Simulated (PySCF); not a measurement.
# [NO2]+ (SMILES O=[N+]=O) at PBE0/STO-6G

Aim: the vertical ionisation energy of [NO2]+ at PBE0/STO-6G, from 2 runs. 

Program for the calculation: PySCF 2.14.0.

8 further runs of the same task are left out: 8 set aside as unsound or not needed.

**1. The molecule**

The species is [NO2]+ (3 atoms), meant as a singlet with charge +1. SMILES: `O=[N+]=O`. The coordinates come from a GFN2-xTB relaxation.

Bond lengths: O1–N2 1.091 Å, N2–O3 1.091 Å. Angles: O1–N2–O3 180.0°.

**2. A single-point energy at PBE0/STO-6G**

run.py reads:

```python
# nitryl ion
from pyscf import gto, dft

mol = gto.M(
    atom='''
O     -1.064294     1.721900    -0.389284
N     -0.000019    -0.000019     0.000000
O      1.064313    -1.721881     0.389284
''',
    unit='bohr',
    verbose=3,
    max_memory=1860,
    basis='sto-6g',
    charge=1,
    spin=0,
)

ks = dft.RKS(mol)
ks.xc = 'pbe0'
ks.conv_tol = 1e-10
ks.grids.level = 5
ks.kernel()
if not ks.converged:
    ks = ks.newton().run(ks.mo_coeff, ks.mo_occ)

etot = ks.e_tot
print('E(%s) = %.9f' % ('PBE0', etot))
```

Run with:

```console
$ OMP_NUM_THREADS=1 python run.py
```

Output:

```text
converged SCF energy = -203.628584850188
E(PBE0) = -203.628584850
```

It took 1.9 s on 1 thread of Arm Neoverse V2, shared host; peak memory 0.17 GiB.

**3. Doublet [NO2]2+, same level**

start.xyz reads:

```xyz
3
NO2
O     -0.563200     0.911190    -0.206000
N     -0.000010    -0.000010     0.000000
O      0.563210    -0.911180     0.206000
```

input.py reads:

```python
from pyscf import gto, dft

mol = gto.M(
    atom='start.xyz',
    charge=2,
    basis='sto-6g',
    max_memory=1860,
    spin=1,
    verbose=4,
)

mf = dft.UKS(mol, xc='pbe0')
mf.conv_tol = 1e-10
mf.grids.level = 5
mf.kernel()
if not mf.converged:
    mf = mf.newton().run(mf.mo_coeff, mf.mo_occ)

e_final = mf.e_tot
print('E(%s) = %.9f' % ('PBE0', e_final))
```

Run with:

```console
$ OMP_NUM_THREADS=1 python input.py
```

Output:

```text
PySCF version 2.14.0

[INPUT] num. atoms = 3
[INPUT] num. electrons = 21
[INPUT] charge = 2
[INPUT] spin (= nelec alpha-beta = 2S) = 1
[INPUT] symmetry False subgroup None
[INPUT] Mole.unit = angstrom
[INPUT] Symbol           X                Y                Z      unit          X                Y                Z       unit  Magmom
[INPUT]  1 O     -0.563200000000   0.911190000000  -0.206000000000 AA   -1.064293753355   1.721899547442  -0.389283581660 Bohr   0.0
[INPUT]  2 N     -0.000010000000  -0.000010000000   0.000000000000 AA   -0.000018897261  -0.000018897261   0.000000000000 Bohr   0.0
[INPUT]  3 O      0.563210000000  -0.911180000000   0.206000000000 AA    1.064312650616  -1.721880650181   0.389283581660 Bohr   0.0

nuclear repulsion = 69.856929396042
number of shells = 9
number of NR pGTOs = 90
number of NR cGTOs = 15
basis = sto-6g
ecp = {}

******** <class 'pyscf.dft.uks.UKS'> ********
method = UKS
initial guess = minao
damping factor = 0
level_shift factor = 0
DIIS = <class 'pyscf.scf.diis.CDIIS'>
diis_start_cycle = 1
diis_space = 8
diis_damp = 0
SCF conv_tol = 1e-10
SCF conv_tol_grad = None
SCF max_cycles = 50
direct_scf = True
direct_scf_tol = 1e-13
number electrons alpha = 11  beta = 10
XC library pyscf.dft.libxc version 7.0.0
    S. Lehtola, C. Steigemann, M. J.T. Oliveira, and M. A.L. Marques.,  SoftwareX 7, 1–5 (2018)
XC functionals = pbe0
radial grids:
    Treutler-Ahlrichs [JCP 102, 346 (1995); DOI:10.1063/1.469408] (M4) radial grids

becke partition: Becke, JCP 88, 2547 (1988); DOI:10.1063/1.454033
pruning grids: <function nwchem_prune>
grids dens level: 5
symmetrized grids: False
atomic radii adjust function: <function treutler_atomic_radii_adjust>
small_rho_cutoff = 0
Set gradient conv threshold to 1e-05
tot grids = 128072
init E= -205.353845231629
[... the frontier-level lines of each cycle are left out ...]


cycle= 1 E= -202.521246056125  delta_E= 2.83  |g|= 0.55  |ddm|=  2.2
cycle= 2 E= -202.42329795393  delta_E= 0.0979  |g|= 0.725  |ddm|= 1.57
cycle= 3 E= -202.693351956787  delta_E= -0.27  |g|= 0.0192  |ddm|= 0.855
cycle= 4 E= -202.694014225323  delta_E= -0.000662  |g|= 0.00684  |ddm|= 0.043
cycle= 5 E= -202.694125289994  delta_E= -0.000111  |g|= 0.00112  |ddm|= 0.0244
cycle= 6 E= -202.694127454776  delta_E= -2.16e-06  |g|= 0.000573  |ddm|= 0.00405
cycle= 7 E= -202.694127493026  delta_E= -3.82e-08  |g|= 0.000569  |ddm|= 0.00117
cycle= 8 E= -202.694127694552  delta_E= -2.02e-07  |g|= 3.28e-05  |ddm|= 0.000739
cycle= 9 E= -202.694127695194  delta_E= -6.42e-10  |g|= 1.17e-06  |ddm|= 5.01e-05
cycle= 10 E= -202.694127695196  delta_E= -1.76e-12  |g|= 4.36e-07  |ddm|= 4.45e-06
Extra cycle  E= -202.694127695196  delta_E= -1.14e-13  |g|= 6.06e-07  |ddm|= 1.09e-06
converged SCF energy = -202.694127695196  <S^2> = 0.78253472  2S+1 = 2.0322743
E(PBE0) = -202.694127695
```

It took 2.9 s on 1 thread of Arm Neoverse V2, shared host; peak memory 0.18 GiB.

**4. Summary of results**

Level: PBE0/STO-6G.

| quantity | value |
| --- | --- |
| singlet [NO2]+: total energy | -203.62858 Eh |
| singlet [NO2]+: HOMO energy | -20.84 eV |
| singlet [NO2]+: LUMO energy | -10.88 eV |
| singlet [NO2]+: HOMO–LUMO gap | 9.96 eV |
| doublet [NO2]2+: total energy | -202.69413 Eh |
| doublet [NO2]2+: HOMO energy (highest over α and β) | -33.69 eV |
| doublet [NO2]2+: LUMO energy (lowest over α and β) | -29.89 eV |
| doublet [NO2]2+: ⟨S²⟩ | 0.783 |
| vertical ionisation energy (to the doublet dication) | 25.428 eV |

In words: Removing an electron at fixed nuclei costs 25.43 eV (586 kcal/mol). The negative HOMO energy of the first species, 20.84 eV, lies 4.59 eV below that difference. In a minimal basis such a difference can be off by several eV, whatever the method. Mulliken charges (singlet [NO2]+) run from +0.25 on O1 to +0.50 on N2; they depend strongly on the basis.
